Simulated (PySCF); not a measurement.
## Atomic charges against the basis set

Species: ethyl chloride, C2H5Cl.
Geometry (PBE0-D3(BJ)/def2-SVP, Å), atoms numbered from 1 in this order:
```xyz
8
C2H5Cl angstrom
C      0.778    0.168    0.056
C     -0.651   -0.290   -0.102
Cl    -1.809    0.989    0.380
H      0.993    0.435    1.101
H      1.467   -0.638   -0.245
H      0.981    1.049   -0.571
H     -0.872   -1.165    0.526
H     -0.886   -0.548   -1.144
```

PBE0 throughout (PySCF), one geometry, spherical d and f functions. Isolated species at its PBE0-D3(BJ)/def2-SVP geometry, gas phase. Atoms taken as equivalent share a column and are averaged.

Mulliken charges (e):

```csv
basis,functions,C1,C2,Cl3,H4/H5/H6,H7/H8
STO-3G,24,-0.231,-0.114,-0.161,+0.094,+0.112
6-31G,41,-0.480,-0.528,-0.007,+0.188,+0.225
6-31G*,56,-0.522,-0.432,-0.075,+0.195,+0.222
def2-SVP,71,-0.086,-0.080,-0.189,+0.059,+0.088
pcSseg-1,83,-0.289,-0.247,-0.176,+0.130,+0.161
"6-311+G(2d,p)",119,-0.511,-0.292,-0.003,+0.157,+0.168
def2-TZVP,129,-0.350,-0.137,-0.167,+0.128,+0.135
```

IAO charges (e):

```tsv
basis	functions	C1	C2	Cl3	H4/H5/H6	H7/H8
STO-3G	24	-0.399	-0.261	-0.083	+0.146	+0.152
6-31G	41	-0.434	-0.252	-0.127	+0.158	+0.170
6-31G*	56	-0.416	-0.230	-0.124	+0.150	+0.160
def2-SVP	71	-0.404	-0.219	-0.117	+0.145	+0.153
pcSseg-1	83	-0.414	-0.226	-0.126	+0.149	+0.159
6-311+G(2d,p)	119	-0.427	-0.231	-0.127	+0.153	+0.163
def2-TZVP	129	-0.427	-0.231	-0.123	+0.153	+0.162
```

Hirshfeld charges (e):

```tsv
basis	functions	C1	C2	Cl3	H4/H5/H6	H7/H8
STO-3G	24	-0.033	+0.086	-0.193	+0.025	+0.033
6-31G	41	-0.100	-0.008	-0.117	+0.043	+0.048
6-31G*	56	-0.099	-0.006	-0.122	+0.043	+0.049
def2-SVP	71	-0.117	-0.023	-0.084	+0.044	+0.046
pcSseg-1	83	-0.118	-0.026	-0.089	+0.046	+0.048
6-311+G(2d,p)	119	-0.120	-0.038	-0.081	+0.047	+0.050
def2-TZVP	129	-0.122	-0.036	-0.083	+0.047	+0.050
```

Question: Which scheme is steadiest as the basis changes?

Answer: Largest range over the bases for any column: IAO 0.04 e, Hirshfeld 0.12 e, Mulliken 0.45 e. IAO charges move least and Mulliken charges most, counted in e. Without the minimal STO-3G basis the ranges are IAO 0.03, Hirshfeld 0.04, Mulliken 0.45 e.

Question: How much do the charges still move between the two largest bases, 6-311+G(2d,p) and def2-TZVP?

Answer: At most, over all atoms: Mulliken 0.164 e, IAO 0.004 e, Hirshfeld 0.003 e.

Question: What do the same runs give for the total energy, the frontier levels and the dipole moment?

Answer: 
| basis | energy (Eh) | HOMO (eV) | LUMO (eV) | μ (D) |
| --- | --- | --- | --- | --- |
| STO-3G | -533.2499 | -6.49 | 4.54 | 2.31 |
| 6-31G | -539.1190 | -8.26 | 1.30 | 2.42 |
| 6-31G* | -539.1531 | -8.24 | 1.22 | 2.20 |
| def2-SVP | -538.9705 | -8.09 | 1.41 | 1.98 |
| pcSseg-1 | -539.1435 | -8.35 | 0.92 | 2.19 |
| 6-311+G(2d,p) | -539.2104 | -8.36 | 0.24 | 2.14 |
| def2-TZVP | -539.2168 | -8.30 | 0.87 | 2.07 |

The dipole is fixed by the density alone, so its range of 0.44 D shows that the density itself changes with the basis, not only its division among atoms.
